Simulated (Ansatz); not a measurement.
```yaml
crystal:
  periodic: [false, false, false]
  atoms:
    - {symbol: Ti, position_ang: [-0.489901, 0.003528, 0.002928]}
    - {symbol: C, position_ang: [1.491089, -0.010739, -0.008911]}
    - {symbol: H, position_ang: [1.824922, -1.066139, -0.005708]}
    - {symbol: H, position_ang: [1.841732, 0.517775, 0.898308]}
    - {symbol: H, position_ang: [1.830767, 0.508772, -0.925455]}
basis:
  gaussian: {orbitals: def2-TZVP}
magnetization: {spin_polarized: true, initial_magnetization: 3}
hamiltonian: {xc: pbe0}
relax: {f_tol: 0.004, max_steps: 80}
```

```sh
$ ansatz run in.yaml --threads 1 --pin off --events-out ev --progress --plain --max-ram 2176MiB
```

Steps of the relaxation (energy above the last step; positions in Å, forces in eV/Å):

```
5
step 1, 126.7 meV
Ti   -0.490    0.004    0.003   -1.723    0.012    0.010
C     1.491   -0.011   -0.009    1.317   -0.009   -0.008
H     1.825   -1.066   -0.006    0.138    0.350   -0.003
H     1.842    0.518    0.898    0.132   -0.178   -0.304
H     1.831    0.509   -0.925    0.136   -0.175    0.304
```

```
5
step 2, 14.8 meV
Ti   -0.578    0.004    0.003   -0.573    0.004    0.003
C     1.480   -0.011   -0.009    0.523   -0.004   -0.003
H     1.858   -1.045   -0.006    0.018    0.106   -0.001
H     1.875    0.507    0.880    0.016   -0.054   -0.092
H     1.864    0.498   -0.907    0.017   -0.053    0.092
```

```
5
step 3, 30.5 meV
Ti   -0.610    0.004    0.004    0.253   -0.002   -0.002
C     1.530   -0.011   -0.009   -1.142    0.008    0.007
H     1.852   -1.047   -0.006    0.295   -0.266    0.000
H     1.869    0.508    0.882    0.299    0.131    0.226
H     1.858    0.499   -0.909    0.296    0.129   -0.231
```

```
5
step 5, 0.0 meV
Ti   -0.622    0.004    0.004    0.008    0.000    0.000
C     1.485   -0.011   -0.009   -0.004    0.000    0.000
H     1.871   -1.039   -0.006   -0.001    0.009    0.000
H     1.888    0.504    0.874   -0.002   -0.005   -0.008
H     1.877    0.495   -0.902   -0.001   -0.005    0.008
```

```
5
step 6, 0.0 meV
Ti   -0.622    0.004    0.004    0.000    0.000    0.000
C     1.485   -0.011   -0.009   -0.001    0.000    0.000
H     1.871   -1.039   -0.006    0.000   -0.002    0.000
H     1.888    0.503    0.874    0.000    0.001    0.001
H     1.877    0.495   -0.902    0.000    0.001   -0.001
```

Close pairs at the end: C2–H4 1.098 Å, C2–H3 1.098 Å, C2–H5 1.098 Å, Ti1–C2 2.107 Å.

A stationary point of unrestricted PBE0 after 6 steps, with ⟨S²⟩ = 3.762 against 3.75 for a pure state; no frequencies were run, so it isn't proven a minimum. 2.3 min on 1 thread of Arm Neoverse N1, shared host.
